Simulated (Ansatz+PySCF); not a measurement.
# doublet CHCl2: levels of theory in one basis

```xyz
4

C     0.0000    0.7012   -0.0989
Cl   -1.5275   -0.1842    0.0109
Cl    1.5275   -0.1842    0.0109
H     0.0000    1.7170    0.2664
```

Basis set: cc-pVTZ on H, C; cc-pV(T+d)Z on Cl (spherical functions). Frozen core: 11 orbitals. Correlation on ROHF uses semicanonical orbitals with singles. Charge 0, multiplicity 2.

Computed with Ansatz (development build ahead of 0.2.0) and PySCF 2.14.0; each method stands on the lowest determinant of its kind that the runs found.

```json
{"method": "ROHF", "E − E(ROHF) (eV)": "0.00", "<S²> of the determinant": "0.75"}
{"method": "UHF", "E − E(ROHF) (eV)": "-0.15", "<S²> of the determinant": "0.77"}
{"method": "ROHF-MP2", "E − E(ROHF) (eV)": "-14.26", "<S²> of the determinant": "–"}
{"method": "UHF-MP2", "E − E(ROHF) (eV)": "-14.23", "<S²> of the determinant": "0.77"}
```

Task: What does ROHF-CCSD(T) give on the same scale?

Result: -16.06 eV.
